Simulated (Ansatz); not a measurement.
Process, species as SMILES: ClCCl + 2 [H][H] (H2) → C (CH4) + 2 Cl (HCl)
B3LYP-D3(BJ)/def2-TZVP geometries, fixed; electronic energies without zero-point terms.
Largest species:
```
C
H 1 1.0832
H 1 1.0832 2 111.91
Cl 1 1.7804 2 108.02 3 118.77
Cl 1 1.7804 2 108.02 3 -118.77
```

Basis-set convergence of the energy of full hydrogenation at PBE with Ansatz (a program for electronic structure). Cartesian d functions, on some or all atoms, in 6-31G*, 6-311+G**; all else is spherical. The program fits the integrals of some runs and decomposes those of others, by size. No added dispersion term, no relativity. Functions are those of the species that has most. Reference: the value in aug-pcseg-3, -43.14 kcal/mol, itself unsure by roughly 0.08 kcal/mol (its mean distance from aug-cc-pV(Q+d)Z, cc-pV(5+d)Z, def2-QZVPPD). Deviations are taken from unrounded values.

```tsv
basis	functions	energy of full hydrogenation (kcal/mol)	minus reference (kcal/mol)
6-31G*	57	-35.77	7.37
def2-SVP	60	-43.51	-0.37
cc-pV(D+d)Z	70	-43.40	-0.26
aug-pcseg-1	95	-44.23	-1.09
6-311+G**	96	-43.56	-0.42
aug-cc-pV(D+d)Z	105	-45.46	-2.31
6-311++G(2d,2p)	117	-43.80	-0.65
cc-pV(T+d)Z	136	-43.03	0.11
def2-TZVPD	147	-42.34	0.80
jun-cc-pV(T+d)Z	163	-43.44	-0.30
aug-pcseg-2	192	-43.24	-0.09
def2-QZVPP	257	-43.06	0.08
def2-QZVPPD	287	-43.21	-0.07
```
